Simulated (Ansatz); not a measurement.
Rb (bcc, W type): values from a third-order Birch-Murnaghan fit to a volume scan beside measured ones. Computed values: PBE (plane waves to 420 eV, PAW, scalar-relativistic; Ansatz, a first-principles code). Rb was relaxed with its symmetry unable to fall.

| quantity | reference | kind |
|---|---|---|
| Lattice constant a (Å) | 5.576 | measured, corrected to the static lattice |

References as given in: Gábor I. Csonka, John P. Perdew, Adrienn Ruzsinszky et al., Physical Review B (2009), arXiv:0903.4037.

Question: Estimate the PBE values and the sign and size of each difference.

Answer: 
| quantity | PBE | difference |
|---|---|---|
| Lattice constant a (Å) | 5.671 | +1.7 % |

PBE overestimates the lattice constant a by 1.7 %.

(A scan under strain: stresses follow from slopes of the energy per volume, elastic moduli from its curvatures.)
